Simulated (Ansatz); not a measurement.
How the LO phonon frequency at L of zinc-blende BP moves with the method

No measured value is used here.

```csv
level (code),value (cm⁻¹),cell (Å³/atom)
PBE (Ansatz),751,11.76
PBE-D3(BJ) (Ansatz),774,11.45
r²SCAN (Ansatz),770,11.67
r²SCANh (Ansatz),781,11.61
Hartree–Fock (Ansatz),822,12.04
```

PBE-D3(BJ): the dispersion coefficients are held fixed in the derivatives. Each level is taken at its own relaxed cell. Cutoffs and k meshes differ between the levels. Ansatz's density-functional and Hartree–Fock values are scalar-relativistic unless marked +SOC, with PAW data made under PBE.

Ansatz is a program for electronic structure.
